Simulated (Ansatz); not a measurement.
# CH4BCl: the cost of one run

Computed with Ansatz 0.2.0 through its Python package. Level of theory: Hartree-Fock/def2-SVP.

**1. The system**

Bond lengths: B1–C2 1.538 Å, C2–Cl3 1.768 Å, B1–H4 1.126 Å, B1–H5 1.237 Å, C2–H6 1.099 Å, C2–H7 1.101 Å. Angles: B1–C2–Cl3 110.4°, B1–C2–H6 107.9°, B1–C2–H7 111.5°, Cl3–C2–H6 109.3°, Cl3–C2–H7 108.6°, H6–C2–H7 109.2°, C2–B1–H4 122.2°, C2–B1–H5 121.4°, H4–B1–H5 116.4°.

No structure file is read: the coordinates are typed or built in the script.

**2. The script**

scan_ch4bcl.py

```python
'''Potential curve of CH4BCl along one bond.'''

from dataclasses import dataclass

import ansatz as az
import numpy as np


@dataclass
class Options:
    basis: str = 'def2-SVP'
    functional: str = 'HF'


settings = Options()

geometry_ang = [
    ('B', [-0.6575, -0.054, -0.6114]),
    ('C', [0.4462, -0.1487, 0.4559]),
    ('Cl', [1.2802, 1.4022, 0.6174]),
    ('H', [-1.3137, -0.9302, -0.8757]),
    ('H', [-0.8935, 1.007, -1.2015]),
    ('H', [1.1643, -0.9145, 0.1319]),
    ('H', [0.0353, -0.4297, 1.4376]),
]
ch4bcl = az.Crystal.molecule()
for symbol, xyz in geometry_ang:
    ch4bcl = ch4bcl.atom(symbol, xyz)

symbols = [site.symbol for site in ch4bcl.cartesian_sites]
start = np.array([site.position_ang for site in ch4bcl.cartesian_sites])
axis = (start[4] - start[0]) / np.linalg.norm(start[4] - start[0])
moving = [4]
lengths, energies = [1.088, 1.138, 1.187, 1.237, 1.286, 1.336, 1.385, 1.459], []
for length in lengths:
    xyz = start.copy()
    xyz[moving] += (length - np.linalg.norm(start[4] - start[0])) * axis
    point = az.Crystal.molecule()
    for symbol, place in zip(symbols, xyz):
        point = point.atom(symbol, place.tolist())
    calculation = (
        point.calculation()
        .basis(gaussian=settings.basis)
        .functional(settings.functional)
    )
    summary = calculation.run().report
    energies.append(summary['free_energy_ev'])
    print(f'r = {length:6.3f} A  E = {energies[-1]:.5f} eV  <S^2> = {abs(summary["mean_field"]["state"]["spin_squared"]):.3f}')

# quartic fit about the minimum
fit = np.polynomial.Polynomial.fit(lengths, np.array(energies) - min(energies), 4).convert()
roots = [r.real for r in fit.deriv().roots() if abs(r.imag) < 1e-9 and fit.deriv(2)(r.real) > 0]
r_e = min(roots, key=lambda r: abs(r - lengths[int(np.argmin(energies))]))
print(f'minimum of the fit at {r_e:.4f} A, force constant {fit.deriv(2)(r_e):.2f} eV/A^2')
```

**3. The calls as engine input**

The package turns the script's settings into the engine's input (first run):

```yaml
crystal:
  periodic: [false, false, false]
  atoms:
    - { symbol: B, position_ang: [-0.6575, -0.054, -0.6114] }
    - { symbol: C, position_ang: [0.4462, -0.1487, 0.4559] }
    - { symbol: Cl, position_ang: [1.2802, 1.4022, 0.6174] }
    - { symbol: H, position_ang: [-1.3137, -0.9302, -0.8757] }
    - { symbol: H, position_ang: [-0.8651093892280485, 0.8793625507244046, -1.1305114431503027] }
    - { symbol: H, position_ang: [1.1643, -0.9145, 0.1319] }
    - { symbol: H, position_ang: [0.0353, -0.4297, 1.4376] }
basis:
  gaussian:
    orbitals: def2-SVP
hamiltonian:
  xc: hf
```

**4. Running it**

Run with:

```
> python scan_ch4bcl.py
```

**Question.** How long does this script take on 1 thread of Arm Neoverse V1, shared host, and how much memory does it need?

About 3.2 s, with a peak of 0.17 GiB.
